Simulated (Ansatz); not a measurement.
Geometry optimisation, RKS PBE/def2-SVP (Ansatz 0.2.0).

Input:

```yaml
crystal:
  periodic: [false, false, false]
  atoms:
    - { symbol: F, position_ang: [-0.32896, -2.72768, 0.29579] }
    - { symbol: C, position_ang: [-0.17842, -1.50645, 0.16761] }
    - { symbol: C, position_ang: [-0.00187, -0.30219, 0.08011] }
    - { symbol: C, position_ang: [0.17873, 1.04683, -0.03851] }
    - { symbol: Cl, position_ang: [-0.47154, 1.95272, -1.22143] }
    - { symbol: H, position_ang: [0.68957, 0.03978, 0.85022] }
total_charge: 1
basis:
  gaussian: { orbitals: def2-SVP }
hamiltonian:
  xc: pbe
relax:
  f_tol: 0.02
  max_steps: 50
```

Run as:

```bash
$ ansatz run input.yaml --threads 1 --pin off --max-ram 2048MiB --backend cpu --events-out ev --progress --plain --runs-dir out
```

Problem. Where does it end, and by what steps?

Solution. The forces met the threshold. Limits of this set-up: the dipole of an ion depends on the origin. After 12 steps the energy has fallen by 4.309 eV; H6 moved furthest, 1.18 Å. Parted: C3–H6. Joined: C4–H6.

```json
{"step": "0", "energy less start (eV)": "0.0000", "largest force component (eV/Å)": "4.221", "accepted": "yes"}
{"step": "1", "energy less start (eV)": "-0.4341", "largest force component (eV/Å)": "1.392", "accepted": "yes"}
{"step": "2", "energy less start (eV)": "-0.8772", "largest force component (eV/Å)": "2.301", "accepted": "yes"}
{"step": "3", "energy less start (eV)": "-1.8761", "largest force component (eV/Å)": "3.694", "accepted": "yes"}
{"step": "4", "energy less start (eV)": "-2.9174", "largest force component (eV/Å)": "3.264", "accepted": "yes"}
{"step": "5", "energy less start (eV)": "-3.7575", "largest force component (eV/Å)": "1.938", "accepted": "yes"}
{"step": "6", "energy less start (eV)": "-4.0455", "largest force component (eV/Å)": "1.301", "accepted": "yes"}
{"step": "7", "energy less start (eV)": "-4.2542", "largest force component (eV/Å)": "0.458", "accepted": "yes"}
{"step": "8", "energy less start (eV)": "-4.2996", "largest force component (eV/Å)": "0.524", "accepted": "yes"}
{"step": "9", "energy less start (eV)": "-4.3076", "largest force component (eV/Å)": "0.086", "accepted": "yes"}
{"step": "10", "energy less start (eV)": "-4.3077", "largest force component (eV/Å)": "0.085", "accepted": "yes"}
{"step": "11", "energy less start (eV)": "-4.3018", "largest force component (eV/Å)": "0.306", "accepted": "no"}
{"step": "12", "energy less start (eV)": "-4.3085", "largest force component (eV/Å)": "0.012", "accepted": "yes"}
```

```xyz
6
Properties=species:S:1:pos:R:3
F -0.528 -2.993 0.141
C -0.290 -1.777 0.104
C -0.063 -0.561 0.052
C 0.234 0.777 0.057
Cl -0.388 1.857 -1.039
H 0.922 1.200 0.817
```

The run took 14 s on 1 thread of Intel(R) Xeon(R) 6975P-C (Granite Rapids), with other jobs on the host, peak memory 0.15 GiB.
